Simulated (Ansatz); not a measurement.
Basis sets over 11 cases of the optimised length of bonds to hydrogen at MP2 with Ansatz (elements up to F), each against its own reference: (a) the value in aug-cc-pV5Z; (b) the value in aug-cc-pVQZ; (c) the value in aug-pcseg-3; (d) the value in def2-QZVPP; (e) the value in def2-QZVPPD; (f) the value in pcseg-4 (pcseg sets are built for DFT). By their distance from other large sets or by the extrapolation step the references are unsure by up to roughly 0.0010 Å and lie short of the limit. Each level at its own minimum; frozen cores; unrestricted open shells; no added dispersion term; no relativity. Cartesian d functions in some cases of 6-31G*. Core-valence sets carry the plain set on hydrogen. 

Cases are drawn at random; left out are references unsure by over 0.0017 Å, doubtful singlets, and cases whose largest runs show a restricted determinant unstable towards unrestricted orbitals, <S^2> over 0.1 too high or, where CCSD(T) ran, T1 over 0.025 (0.045 for open shells). Sets are drawn from those converged to one state in every case.

Cases (SMILES) and reference values:
- [N]=B (BH-N), doublet, one B-H bond length: 1.1671 Å (b)
- O (H2O), one O-H bond length: 0.9589 Å (b)
- [BH2] (BH2), doublet, one B-H bond length: 1.1810 Å (f)
- F[BH] (BH-F), doublet, one B-H bond length: 1.1951 Å (b)
- O=C (CH2-O), one C-H bond length: 1.0991 Å (e)
- [NH+]#[C-] (C-NH), one N-H bond length: 0.9964 Å (b)
- C(=[CH])=O, doublet, one C-H bond length: 1.0730 Å (d)
- N=[B] (B-NH), doublet, one N-H bond length: 0.9908 Å (b)
- N#C (CH-N), one C-H bond length: 1.0629 Å (c)
- O[O] (O-OH), doublet, one O-H bond length: 0.9714 Å (b)
- [H][H] (H2), one H-H bond length: 0.7359 Å (a)

```
basis              functions over def2-SVP (largest species, mean of cases)  mean signed deviation (Å)  mean absolute  largest  within 0.005 Å
-----------------  --------------------------------------------------------  -------------------------  -------------  -------  --------------
6-31G*                                                                  0.9                     0.0064         0.0064   0.0118         2 of 11
cc-pVDZ                                                                 1.0                     0.0140         0.0140   0.0207         0 of 11
def2-SVP                                                                1.0                     0.0114         0.0114   0.0171         2 of 11
6-311G**                                                                1.3                     0.0033         0.0038   0.0069         8 of 11
cc-pVTZ                                                                 2.3                     0.0008         0.0009   0.0027        11 of 11
def2-TZVPP                                                              2.4                     0.0009         0.0010   0.0026        11 of 11
jun-cc-pV(T+d)Z                                                         2.8                     0.0015         0.0015   0.0027        11 of 11
def2-TZVPPD                                                             2.9                     0.0012         0.0012   0.0026        11 of 11
cc-pCVTZ                                                                3.0                     0.0009         0.0011   0.0026        11 of 11
6-311++G(3df,3pd)                                                       3.0                     0.0009         0.0010   0.0024        11 of 11
```

Among the sets for which every case ran a larger relative (same family, alike in diffuse functions, listed or not), the smallest listed that holds all cases within 0.005 Å together with them is cc-pVTZ, at 2.3 times the functions of def2-SVP. Inside, though some case ran no larger relative to test it: def2-TZVPPD, cc-pCVTZ, 6-311++G(3df,3pd). Largest deviations of relatives not listed, over the cases that ran them: aug-cc-pV5Z 0.0000, aug-cc-pVTZ 0.0030, def2-QZVP 0.0014, cc-pVQZ 0.0013, def2-QZVPPD 0.0014, cc-pV5Z 0.0009, def2-QZVPP 0.0014, aug-cc-pVQZ 0.0016 Å. A case lies within its reference's uncertainty of the window's edge in 6-31G*, cc-pVDZ, def2-SVP, 6-311G**. These figures hold for the cases listed.

Ansatz is a program for electronic structure.
